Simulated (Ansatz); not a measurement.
Geometry optimisation, RKS LDA/cc-pVDZ (Ansatz).

The input (input.yaml):

```yaml
crystal:
  periodic: [false, false, false]
  atoms:
    - { symbol: Si, position_ang: [0.311064, 0.025611, -0.067677] }
    - { symbol: O, position_ang: [0.738575, -0.2519, 1.525674] }
    - { symbol: C, position_ang: [-0.225796, -0.390546, 2.53582] }
    - { symbol: H, position_ang: [-0.947641, -1.219392, 2.323446] }
    - { symbol: H, position_ang: [0.290325, -0.630219, 3.491674] }
    - { symbol: H, position_ang: [-0.819224, 0.543947, 2.696832] }
    - { symbol: H, position_ang: [1.717353, 0.062116, -0.470494] }
    - { symbol: H, position_ang: [-0.443331, 1.322112, -0.280913] }
    - { symbol: H, position_ang: [-0.491425, -1.10573, -0.675663] }
basis:
  gaussian: { orbitals: cc-pVDZ }
hamiltonian:
  xc: lda
relax:
  f_tol: 0.03
  max_steps: 50
output:
  orbitals: {}
```

Command:

```bash
$ ansatz run input.yaml --threads 2 --pin off --max-ram 3072MiB --backend cpu --events-out ev --progress --plain --runs-dir out
```

Question: Where does it end, and by what steps?

Answer: It converged. After 5 steps the energy has fallen by 0.159 eV; H7 moved furthest, 0.29 Å.

| step | energy less start (eV) | largest force component (eV/Å) | accepted |
| --- | --- | --- | --- |
| 0 | 0.0000 | 0.967 | yes |
| 1 | -0.1418 | 0.147 | yes |
| 2 | -0.1532 | 0.087 | yes |
| 3 | -0.1572 | 0.130 | yes |
| 4 | -0.1576 | 0.275 | yes |
| 5 | -0.1586 | 0.006 | yes |

```xyz
9
Properties=species:S:1:pos:R:3
Si 0.382 0.019 -0.018
O 0.784 -0.269 1.592
C -0.250 -0.396 2.533
H -0.946 -1.238 2.290
H 0.201 -0.602 3.529
H -0.863 0.536 2.619
H 1.692 0.096 -0.753
H -0.391 1.316 -0.153
H -0.478 -1.106 -0.561
```

Whether the end is a true minimum wasn't checked by a vibrational analysis.

The run took 5.1 s on 2 threads of Arm Neoverse V2, with other jobs on the host, peak memory 0.12 GiB.
